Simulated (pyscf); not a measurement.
Homolytic dissociation enthalpies at 298 K of Ge–Ge, Ge–Si, Ge–Sn, Si–Si bonds in 6 gas-phase molecules, in kcal/mol. Single points on ωB97X-D3(BJ)/def2-SVP structures (PySCF, gas phase). Correlated levels are frozen-core, on RHF or UHF. ΔMP2 is the change of the MP2 total energy from the triple- to the quadruple-zeta basis. Both columns use the same structures and thermal terms. Rows were drawn at random from the closed-shell molecules with such a bond whose radicals are computed, keep their shape and have no isomer in the data more than 5 kcal/mol lower.

| row | molecule | radicals | B3LYP-D3(BJ)/def2-TZVP | CCSD(T)/def2-TZVPP + ΔMP2(QZVPP) |
|---|---|---|---|---|
| 1 | H₃Si–GeH₃ | SiH₃• + GeH₃• | 70.6 | 73.9 |
| 2 | F–SiH₂–GeH₃ | F–SiH₂• + GeH₃• | 71.0 | 74.8 |
| 3 | F–SiH₂–SiH₃ | F–SiH₂• + SiH₃• | 73.8 | 76.6 |
| 4 | H₃Si–SiH₂–I | SiH₃• + •H₂Si–I | 71.9 | 75.1 |
| 5 | F–GeH₂–SnH₃ | F–GeH₂• + SnH₃• | 60.4 | ? |
| 6 | H₃Ge–GeH₃ | GeH₃• + GeH₃• | 67.9 | 71.9 |

Fit a line that carries the B3LYP-D3(BJ) values to the last column and predict row 5.

In the 5 complete rows the last column lies 2.8 to 4.0 kcal/mol from B3LYP-D3(BJ) (mean 3.4, median 3.3). Least squares gives y = 17.6 + 0.80·x with residuals of 0.2 kcal/mol (root mean square). For row 5: 17.6 + 0.80 × 60.4 = 65.9 kcal/mol, an extrapolation. The computed value is 66.0 kcal/mol, 0.1 over the line. The CCSD(T) − MP2 part came from Ansatz, without density fitting, on the same reference. The frozen core leaves the outer d or s,p core shells of the metals and heavy elements correlated in the MP2 and CC values, and def2-TZVPP describes them poorly, which can shift differences by a few kcal/mol. Elements up to Kr have no core potential and no relativistic terms here. Elements past Kr carry the def2 core potentials, without spin-orbit coupling.
